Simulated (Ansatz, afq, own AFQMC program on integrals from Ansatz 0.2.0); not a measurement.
AlBH, quartet in 6-31G, levels against full CI

```xyz
3

B     0.0000    0.0000    2.0917
Al    0.0000    0.0000   -0.2573
H     0.0000    0.0000   -1.8343
```

Connectivity, by distances: B–AlH.

Basis 6-31G. Noble-gas cores (and the filled d shells of Ga–Kr and In–Xe) are frozen. Integrals, coupled cluster, full CI and functionals: Ansatz 0.2.0; the random walks run on the same integrals in our own AFQMC program. ph-AFQMC/CISD is guided by a CISD state made of CCSD amplitudes; releasing the constraint for a short imaginary time cuts its bias at the price of noise, slowly where states lie close. Uncertainties: one standard error, sampling alone.

Determinant: UHF, the one that the program's search chose, which needn't be the lowest solution. The geometry is a point of a scan.

Full CI on the same integrals is exact in this basis and with this determinant's frozen core.

Cautions: lower spins were not checked; the search met a lower determinant of the same kind, perhaps of another symmetry (32 meV lower), and this one is a saddle point; strong correlation (T1 0.052, weight of the determinant 0.86, largest double 0.14); the released energies have errors that jump between times, so the bars are unsure, so no released level is given (meV from the phaseless value at times in 1/Eh: -13 ± 4 at 0.24, -16.9 ± 1.9 at 0.51, -1 ± 20 at 0.99, 1008 ± 1103 at 1.62, -42.8 ± 2.3 at 2.40).

The T1 diagnostic is 0.0520. The weight of the determinant in the CISD state is 0.858 and the ⟨S²⟩ of the determinant is 3.771. The size of the correlated space is 7 electrons in 18 orbitals.

```tsv
level	correlation energy (eV)
MP2	-1.8183
CCSD	-2.5329
CCSD(T)	-2.6398
```

Estimate where phaseless AFQMC with a CISD trial lies against CCSD(T) on the same integrals.

0.8 ± 1.6 meV below CCSD(T). The gap is under twice the noise, so this walk alone can't tell the two apart.

Reference: full CI, correlation energy -2.699 eV.

```csv
level,E − E(reference) (meV),share of correlation (%)
CCSD(T),59.7,97.79
CCSDT,22.1,99.18
CCSDT(Q),7.6,99.72
CCSDTQ,1.5,99.95
ph-AFQMC/CISD,58.9 ± 1.6,97.82
```

CCSDT and higher add their correlation energy to the determinant of the CCSD(T) run, since their own runs factorise the integrals more tightly (a shift of under 2 meV). A walk keeps the symmetry of its determinant, which the program's search chose and which needn't be the lowest solution, so a lower state of the same spin and another symmetry isn't excluded.
